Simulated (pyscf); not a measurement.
Structures and frequencies: ωB97X-D3(BJ)/def2-SVP in PySCF. MP2 and CC: frozen core, UHF for open shells. ΔMP2 is the change of the MP2 total energy from the triple- to the quadruple-zeta basis.

Q: What is the homolytic dissociation enthalpy (298 K, CCSD(T)/def2-TZVPP + ΔMP2(QZVPP)) of the P–P bond of `[SiH2]=[P][PH2]`, to H₂Si=P• + PH₂•?

A: P–P to H₂Si=P• + PH₂•: 57.5 kcal/mol. The radicals are drawn with the spin at the cut bond; how far it spreads was not checked. H₂Si=P–PH₂ lies 20.1 kcal/mol over its isomer cyclic H₄P₂Si (SMILES [SiH2]1PP1), and others may lie lower still (electronic energy, ωB97M-D3(BJ)). Other isomers of H₂Si=P• were not searched in full and may lie lower. The CCSD(T) − MP2 part came from Ansatz, without density fitting, on the same reference. An open-shell T1 diagnostic exceeds 0.045. A UHF reference is spin-contaminated (<S²> up to 1.09), which harms MP2 most.
